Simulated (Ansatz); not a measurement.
in.yaml

```yaml
crystal:
  periodic: [false, false, false]
  atoms:
    - {symbol: Si, position_ang: [0.009919, -0.099164, 0.607521]}
    - {symbol: N, position_ang: [-0.087616, 0.132775, -1.186548]}
    - {symbol: H, position_ang: [0.313224, 1.230662, 1.270609]}
    - {symbol: H, position_ang: [0.627936, -0.312624, -1.710026]}
basis:
  gaussian: {orbitals: cc-pVDZ}
magnetization: {spin_polarized: true, initial_magnetization: 3}
correlation: {method: ccsd_t, electrons: outside_noble_gas}
```

```sh
$ ansatz run in.yaml --threads 1 --pin off --events-out ev --progress --plain --max-ram 2393MiB
```

The program prints:

```
408 factors; integrals over basis functions are off by at most 9.7e-4 eV
mean field evaluation 1: about -9370.9765 eV, gradient 1.2e1 eV
mean field evaluation 2: about -9370.9794 eV, gradient 1.2e1 eV
mean field evaluation 4: about -9372.1800 eV, gradient 2.3e0 eV
mean field evaluation 8: about -9372.2862 eV, gradient 2.0e-1 eV
mean field evaluation 16: about -9371.9849 eV, gradient 4.3e0 eV
mean field evaluation 32: about -9372.2761 eV, gradient 3.9e-1 eV
mean field evaluation 64: about -9371.1876 eV, gradient 1.0e0 eV
mean field evaluation 96: about -9368.3141 eV, gradient 2.2e-3 eV
mean field -9372.29181505 eV, -344.4253714355 hartree, gradient 3.8e-6 eV, S^2 3.766161; 4 other end points of the search recorded, 0 dependent functions left out
determinant -9372.29181505 eV, -344.4253714355 hartree, with singles and doubles -9378.46392643 eV, -344.6521923450 hartree
determinant -9371.08306024 eV, -344.3809505157 hartree, with singles and doubles -9377.28799540 eV, -344.6089776769 hartree
6 core orbitals not correlated: weight in the atoms' cores, before any rotation towards them, 1.000 or more for the frozen orbitals, at most 0.000 for the correlated occupied ones
reference -9372.29181505 eV, -344.4253714355 hartree; 7, 4 occupied and 29, 32 virtual orbitals, 408 factors
second order -5.31584414 eV of doubles, -0.00000000 eV of singles
cycle   1  -6.17248913 eV  change   -3.8e-4 eV  update   2.5e-3
cycle   2  -6.17348268 eV  change   -9.9e-4 eV  update   2.2e-3
cycle   3  -6.17340087 eV  change    8.2e-5 eV  update   1.5e-3
cycle   4  -6.17392407 eV  change   -5.2e-4 eV  update   1.1e-3
cycle   5  -6.17512330 eV  change   -1.2e-3 eV  update   6.0e-4
cycle   6  -6.17519919 eV  change   -7.6e-5 eV  update   3.5e-4
cycle   7  -6.17462246 eV  change    5.8e-4 eV  update   1.5e-4
cycle   8  -6.17457549 eV  change    4.7e-5 eV  update   4.6e-5
cycle   9  -6.17461714 eV  change   -4.2e-5 eV  update   2.6e-5
cycle  10  -6.17462702 eV  change   -9.9e-6 eV  update   9.6e-6
perturbative correction -0.15883133 eV, -0.0058369436 hartree
Total energy: -9378.62527340 eV, -344.6581217369 hartree
```

For the same geometry and basis UCCSDT(Q) lies 41.8 meV lower.

Ran on 1 thread of Intel Xeon, shared host: 4.6 s wall, 0.11 GiB peak host memory.
